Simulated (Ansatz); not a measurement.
# C2Si: the cost of one run

Method: the levels named in each step, in Ansatz 0.2.0.

### Step 1. The structure to begin with

Bond lengths: C1–C2 1.324 Å, C1–Si3 1.910 Å, C2–Si3 1.910 Å. Angles: C1–C2–Si3 69.7°, C2–C1–Si3 69.7°, C1–Si3–C2 40.6°.

As a file:

```xyz
3

C    -1.0081    0.2577   -0.5366
C    -0.2006    1.1534    0.0105
Si    0.5169   -0.6035    0.2250
```

### Step 2. A rough first relaxation, PBE-D4/def2-SVP

This run stands in another session on the same molecule. It ended at:

```xyz
3

C    -0.9866    0.2611   -0.5242
C    -0.2041    1.1290    0.0059
Si    0.4989   -0.5825    0.2172
```

### Step 3. Relaxation, PBE0-D4/def2-TZVPP

This run stands in another session on the same molecule. It ended at:

```xyz
3

C    -0.9753    0.2621   -0.5177
C    -0.2053    1.1161    0.0039
Si    0.4887   -0.5706    0.2127
```

### Step 4. Frequencies, PBE0-D4/def2-TZVPP

input.yaml reads:

```yaml
crystal:
  periodic: [false, false, false]
  atoms:
    - { symbol: C, position_ang: [-0.97525891, 0.26211636, -0.51774116] }
    - { symbol: C, position_ang: [-0.20526358, 1.11612264, 0.00389381] }
    - { symbol: Si, position_ang: [0.48874249, -0.57061901, 0.21272734] }
basis:
  gaussian: { orbitals: def2-TZVPP }
hamiltonian:
  xc: pbe0
  dispersion: d4
phonons: {}
```

Launch:

```
$ ansatz run input.yaml --threads 2 --pin off --max-ram 5120MiB --backend cpu --events-out ev --progress --plain --runs-dir out
```

What time and memory should one allow on 2 threads of Intel Xeon 6975P-C (Granite Rapids), shared host?

About 3.2 s, with a peak of 0.17 GiB.
